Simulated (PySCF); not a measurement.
Compound: ClH3PSi (doublet state).
Cartesian coordinates in Å at the GFN2-xTB level; atoms count from 1:
```xyz
6
ClH3PSi angstrom
P      1.5937   -0.3276   -0.7240
Si    -0.5154   -0.1921   -0.0136
Cl    -1.1555    1.7332   -0.0712
H      2.1137    0.4047    0.3405
H     -1.3550   -0.9687   -0.9191
H     -0.6785   -0.6477    1.3658
```

The hyperfine couplings belong to this conformer and change with its torsions.

Identity: `[PH][SiH2]Cl` [radical].

Method: PySCF 2.14.0, UKS B3LYP, pcH-1 on Cl H P Si, non-relativistic, mean-field spin-orbit, GIAO. One conformer (not necessarily the lowest) at the GFN2-xTB geometry, without solvent, vibrations or thermal averaging. Couplings are sensitive to structure, and on GFN2-xTB geometries they can be far from those on DFT ones, by a factor of two or more for some ions and for spin on atoms past the first row. The SCF solution wasn't tested for stability.

Question: Break the g tensor into its mass correction, gauge correction and orbital-Zeeman/spin–orbit terms.

Answer: 
```tsv
Δg (ppt)	1	2	3
relativistic mass correction	-0.16	-0.16	-0.16
gauge correction	-0.01	0.04	0.03
orbital Zeeman/spin–orbit	-0.26	6.04	17.07
total	-0.43	5.91	16.94
```

So g = 2.00189, 2.00823, 2.01926 and g_iso = 2.00980; the tensor is rhombic: the two nearest values differ by 37 % of g3 − g1. 

Question: How much does each term add to the isotropic shift?

Answer: The orbital-Zeeman/spin–orbit term 7.62, the mass correction -0.16 and the gauge correction 0.02 ppt, for a total of 7.48 ppt. The orbital-Zeeman/spin–orbit term is the largest in size. The mass correction is the same along every axis, so the anisotropy comes from the other two: their spans along these axes are 0.04 (gauge) and 17.33 ppt (orbital Zeeman/spin–orbit).

Question: What are the electron Larmor frequencies g μB B/h along the three axes at 340 mT?

Answer: 9.5264, 9.5566, 9.6091 GHz for g1, g2 and g3, a range of 82.7 MHz.

Question: What effective moment and Curie constant follow for a powder?

Answer: With the mean of g² = 4.0393 and S(S+1) = 0.75: μ_eff = √(⟨g²⟩S(S+1)) = 1.741 μB and χT = 0.12505·⟨g²⟩·S(S+1) = 0.379 cm³ K/mol (cgs; spin-Hamiltonian part alone).

Question: In a frozen sample, at which fields do the three g values resonate at 9.5, 34, 94 and 263 GHz (hyperfine left aside), and which band first spreads them over more than twice a line width of 1.0 mT?

Answer: 
```
band    GHz  B(g3) mT  B(g2) mT  B(g1) mT  spread mT
   X    9.5    336.14    337.99    339.06       2.92
   Q   34.0   1203.02   1209.63   1213.46      10.44
   W   94.0   3326.01   3344.28   3354.87      28.86
   J  263.0   9305.75   9356.86   9386.51      80.76
```

The spread grows in proportion to the frequency. X band is the first where it exceeds 2.0 mT.

The largest Mulliken spin population is on P1 (+1.00).

The HOMO–LUMO gaps are 7.21 eV among the α and 3.56 eV among the β orbitals.
